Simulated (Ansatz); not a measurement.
# SiOF+ (quintet): the correlation ladder, def2-TZVPP

One table from this session's results is given with a row withheld; the runs are named, their logs left out.

Computed with Ansatz 0.2.0, Gaussian basis. Level: def2-TZVPP, core rule «outside noble gas», up to 7 orbitals frozen.

Plan: UHF; ROHF; CCSD(T) on UHF.

### The system

The geometry is a PBE0/def2-TZVP stationary point (not a proven minimum) of the parent state, kept for this charge and spin.

3 atoms, charge 1, spin multiplicity 5.

Atoms are counted from 1 here; the program's logs count them from 0.

Bond lengths: F1–Si3 1.602 Å, O2–Si3 1.725 Å. Angles: F1–Si3–O2 115.7°.

Set-up of the first run:

in.yaml

```yaml
crystal:
  periodic: [false, false, false]
  atoms:
    - {symbol: F, position_ang: [0.000000, 0.390347, 1.310206]}
    - {symbol: O, position_ang: [0.000000, 0.397529, -1.506653]}
    - {symbol: Si, position_ang: [0.000000, -0.490510, -0.027996]}
basis:
  gaussian: {orbitals: def2-TZVPP}
total_charge: 1
magnetization: {spin_polarized: true, initial_magnetization: 4}
hamiltonian: {xc: hf}
output: {orbitals: {seedname: orbitals}}
```

The run is started by

```console
ansatz run in.yaml --threads 1 --pin off --events-out ev --progress --plain --max-ram 3968MiB --backend cpu
```

Among the steps run: UHF; ROHF; CCSD(T) on UHF.

One of the session's tables, all rows but one given; the rest of the session is left out.

```
  method  from UCCSD(T) (kJ/mol)
    ROHF                 +1267.5
     UHF                       ?
    UMP2                   +93.0
   UCCSD                   +35.8
UCCSD(T)                       0
```

Q: Estimate the row for UHF from the others.

As computed: from UCCSD(T) (kJ/mol): +1244.7. In the column «from UCCSD(T) (kJ/mol)» it lies between UMP2 (+93.0) and ROHF (+1267.5).
